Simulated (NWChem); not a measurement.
## Correlation energy of Na

SMILES: [Na]
```xyz
1

Na     0.0000     0.0000     0.0000
```
Charge 0, spin multiplicity 2.

The numbers come from NWChem runs, not from measurements.

Basis set: def2-TZVP. Each correlation energy counts from its own Hartree-Fock reference.

The correlated methods keep 1 core orbital frozen. No SCF solution was tested for a lower state. Open-shell Hartree-Fock references start from PBE0 orbitals. No row is a measurement; the coupled-cluster row has its own basis-set and correlation limits.

Question: For the correlation energy, CCSD(T) on UHF gives -171.1 mHa and SCS-UMP2 gives -156.5 mHa. What do CCSD on ROHF give?

Answer: CCSD on ROHF: -169.0 mHa.
